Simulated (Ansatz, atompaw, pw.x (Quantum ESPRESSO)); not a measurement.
# rubidium (Rb): does the PAW (atompaw) potential hold in the solid?

```
Element                 : Rb
Generator               : atompaw 4.2.0.5
Type                    : PAW
Functional              : PBEsol
Relativity              : scalar-relativistic
Frozen core             : [Ar] 3d10
Valence charge          : 9
Reference configuration : 4s2 4p6 5s1 5p0
Partial waves           : 4s (bound): rc 2.45 bohr; 5s (bound): rc 3.00 bohr; 4p (bound): rc 1.90 bohr; 5p (bound, empty): rc 3.00 bohr; 4d channel at 0.05 Ry: rc 3.00 bohr; 4d channel at 2.5 Ry: rc 2.90 bohr
Local potential         : ultrasoft scheme with l = 3 at 0 Ry, radius 2.45 bohr
Core correction         : smooth core density matched at 2.00 bohr
Augmentation charge     : besselshape compensation charge, radius 2.95 bohr; PAW radius 3.00 bohr; waves and projectors: custom polynom2 7 10 vanderbiltortho
```

Atomic tests: cutoffs needed: 18 Ry and 35 Ry (the cutoffs (Ry, on a coarse ladder) from which the occupation-weighted sum of valence levels, in a spherical-Bessel basis at the reference potential, stays within 10 and 1 mRy of its value at 400 Ry); ghost test: ghost state, extra bound levels that the all-electron valence spectrum of the same l lacks: p at -1.10 eV; a true bound ghost makes a file unfit for plane-wave use (spherical-Bessel basis up to 400 Ry, 20 bohr box); lowest eigenvalue of the overlap operator: 0.15 (p channel).

Crystal test: diamond Rb in pw.x 7.5, no spin, 8³ k-points, Fermi–Dirac smearing 0.01 Ry, cutoffs 45/450 Ry. The reference is all-electron LAPW (Ansatz 0.2.0) with the same functional, mesh and smearing; V0 and B0 come from Birch–Murnaghan fits to the pressures at five volumes. Errors are pseudo minus all-electron; Δ is the rms difference of the E(V) curves that follow from these fits, minima aligned, over ±6 % about the mean V0. Mesh and smearing are coarse, so the numbers serve the comparison and aren't converged zero-temperature values; the lattice is a test structure that the element need not adopt.

```json
{"V (Å³/atom)": "124.507", "P all-electron (GPa)": "0.06", "P pseudo (GPa)": "0.02"}
{"V (Å³/atom)": "127.784", "P all-electron (GPa)": "0.03", "P pseudo (GPa)": "-0.02"}
{"V (Å³/atom)": "131.060", "P all-electron (GPa)": "-0.00", "P pseudo (GPa)": "-0.04"}
{"V (Å³/atom)": "134.337", "P all-electron (GPa)": "-0.03", "P pseudo (GPa)": "-0.05"}
{"V (Å³/atom)": "137.613", "P all-electron (GPa)": "-0.05", "P pseudo (GPa)": "-0.08"}
```

All-electron: a0 = 10.152 Å (V0 = 130.80 Å³/atom), B0 = 1.0 GPa.

Pseudopotential: mean pressure error (GPa): -0.03; a0 (Å): 10.041; a0 error (%): -1.09; B0 error (%): +8.1; Δ (meV/atom): 1.0. This is a poor potential for the solid. Note: ghost state, extra bound levels that the all-electron valence spectrum of the same l lacks: p at -1.10 eV. A true bound ghost makes a file unfit for plane-wave use. The logarithmic derivative shows an extra or strongly shifted pseudo pole above the reference energy (s near 1.49 Ry).

Q: At the middle volume, how do free energy and pressure move when the wave cutoff is lowered (ecutrho held at 450 Ry)?

A:

```
cutoff (Ry)  shift of F (meV/atom)  shift of P (GPa)
         20                  +37.4             -0.22
         27                  +11.1             +0.01
         36                   +2.0             -0.02
```

Input at the middle volume:

```
&control
  calculation='scf', prefix='x', pseudo_dir='./', outdir='./tmp', tstress=.true., disk_io='low'
/
&system
  ibrav=0, nat=2, ntyp=1, ecutwfc=45, ecutrho=450, nbnd=17,
  occupations='smearing', smearing='fd', degauss=0.01
/
&electrons
  conv_thr=1e-09, mixing_beta=0.4, electron_maxstep=70
/
ATOMIC_SPECIES
Rb 1.0 Rb.UPF
CELL_PARAMETERS angstrom
  0.00000000 5.07952834 5.07952834
  5.07952834 0.00000000 5.07952834
  5.07952834 5.07952834 0.00000000
ATOMIC_POSITIONS crystal
Rb 0.0000 0.0000 0.0000
Rb 0.2500 0.2500 0.2500
K_POINTS automatic
8 8 8 0 0 0
```

```bash
pw.x < Rb.scf.in > Rb.scf.out
```

Lines of the output:

```
Message from routine setup:
     using ibrav=0 with symmetry is DISCOURAGED, use correct ibrav instead
     lattice parameter (alat)  =      13.5749  a.u.
     unit-cell volume          =    1768.8734 (a.u.)^3
     number of electrons       =        18.00
     number of Kohn-Sham states=           17
     kinetic-energy cutoff     =      45.0000  Ry
     charge density cutoff     =     450.0000  Ry
     scf convergence threshold =      1.0E-09
     Exchange-correlation= SLA PW PSX PSC
     number of k points=    29  Fermi-Dirac smearing, width (Ry)=  0.0100
     iteration #  1     ecut=    45.00 Ry     beta= 0.40
     c_bands:  4 eigenvalues not converged
     c_bands:  1 eigenvalues not converged
     c_bands:  5 eigenvalues not converged
     c_bands:  4 eigenvalues not converged
     c_bands:  5 eigenvalues not converged
     c_bands:  1 eigenvalues not converged
     c_bands:  4 eigenvalues not converged
     c_bands:  5 eigenvalues not converged
     [... 17 repeated lines left out ...]
     total energy              =    -472.28254502 Ry
     estimated scf accuracy    <       0.00370643 Ry
     iteration #  2     ecut=    45.00 Ry     beta= 0.40
     [... 5 repeated lines left out ...]
     total energy              =    -472.28300841 Ry
     estimated scf accuracy    <       0.00071130 Ry
     iteration #  3     ecut=    45.00 Ry     beta= 0.40
     [... 11 repeated lines left out ...]
     total energy              =    -472.28342269 Ry
     estimated scf accuracy    <       0.00004883 Ry
     iteration #  4     ecut=    45.00 Ry     beta= 0.40
     [... 4 repeated lines left out ...]
     total energy              =    -472.28351907 Ry
     estimated scf accuracy    <       0.00000884 Ry
     iteration #  5     ecut=    45.00 Ry     beta= 0.40
     [... 2 repeated lines left out ...]
     total energy              =    -472.28352101 Ry
     estimated scf accuracy    <       0.00002254 Ry
     iteration #  6     ecut=    45.00 Ry     beta= 0.40
     total energy              =    -472.28352542 Ry
     estimated scf accuracy    <       0.00000012 Ry
     iteration #  7     ecut=    45.00 Ry     beta= 0.40
     total energy              =    -472.28352600 Ry
     estimated scf accuracy    <       0.00000012 Ry
     iteration #  8     ecut=    45.00 Ry     beta= 0.40
     total energy              =    -472.28352597 Ry
     estimated scf accuracy    <       0.00000013 Ry
     iteration #  9     ecut=    45.00 Ry     beta= 0.40
     total energy              =    -472.28352596 Ry
     estimated scf accuracy    <       0.00000005 Ry
     iteration # 10     ecut=    45.00 Ry     beta= 0.40
     total energy              =    -472.28352596 Ry
     estimated scf accuracy    <          7.7E-09 Ry
     iteration # 11     ecut=    45.00 Ry     beta= 0.40
     total energy              =    -472.28352596 Ry
     estimated scf accuracy    <          3.6E-09 Ry
     iteration # 12     ecut=    45.00 Ry     beta= 0.40
     total energy              =    -472.28352597 Ry
     estimated scf accuracy    <          2.7E-09 Ry
     iteration # 13     ecut=    45.00 Ry     beta= 0.40
     total energy              =    -472.28352597 Ry
     estimated scf accuracy    <          3.5E-09 Ry
     iteration # 14     ecut=    45.00 Ry     beta= 0.40
     total energy              =    -472.28352597 Ry
     estimated scf accuracy    <          2.1E-09 Ry
     iteration # 15     ecut=    45.00 Ry     beta= 0.40
     the Fermi energy is     0.6602 ev
!    total energy              =    -472.28352597 Ry
     estimated scf accuracy    <          8.1E-11 Ry
     smearing contrib. (-TS)   =      -0.00782834 Ry
     convergence has been achieved in  15 iterations
          total   stress  (Ry/bohr**3)                   (kbar)     P=       -0.38
```

The 8 pw.x runs together took about 19 min on one core of a shared server CPU.
